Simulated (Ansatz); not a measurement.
All numbers were calculated with Ansatz.

`CN(C)CO`. The species carries charge 0 and has multiplicity 1. Geometry: relaxed with PBE0-D4/def2-TZVP. It is one conformer, not always the lowest.

```xyz
14

C     0.674   -1.226    0.142
N     0.306    0.172    0.103
C    -0.205    0.628    1.374
C    -0.589    0.469   -0.984
O     0.049    0.346   -2.224
H     1.480   -1.378    0.863
H    -0.172   -1.875    0.429
H     1.026   -1.538   -0.842
H     0.548    0.469    2.149
H    -0.424    1.697    1.328
H    -1.123    0.101    1.688
H    -0.975    1.485   -0.825
H    -1.449   -0.221   -1.030
H     0.854    0.872   -2.171
```

(1) What is the dipole moment at PBE/def2-TZVPP? (Best estimate.)

(2) And with r2SCAN, B3LYP, ωB97M-V? (Estimate.)

(3) Give the Mulliken charges with PBE, r2SCAN, B3LYP in def2-TZVPP. (An estimate is asked.)

Results:

(1) The calculation gave: 1.49 D, with components (0.28, 0.49, 1.38) D in this frame, pointing from negative to positive charge.

(2) The calculation gave: r2SCAN 1.52 D, B3LYP 1.56 D, ωB97M-V 1.55 D.

(3) The calculation gave: 
```
atom    PBE  r2SCAN  B3LYP
  C1  -0.19   -0.07  -0.19
  N2  -0.16   -0.22  -0.22
  C3  -0.19   -0.06  -0.18
  C4   0.09    0.22   0.13
  O5  -0.31   -0.37  -0.35
  H6   0.09    0.05   0.09
  H7   0.06    0.02   0.06
  H8   0.09    0.07   0.10
  H9   0.09    0.05   0.09
 H10   0.08    0.05   0.09
 H11   0.07    0.03   0.07
 H12   0.07    0.03   0.07
 H13   0.04    0.01   0.05
 H14   0.17    0.19   0.18
```

B3LYP here is the variant with VWN-RPA as its local correlation; programs differ in this.
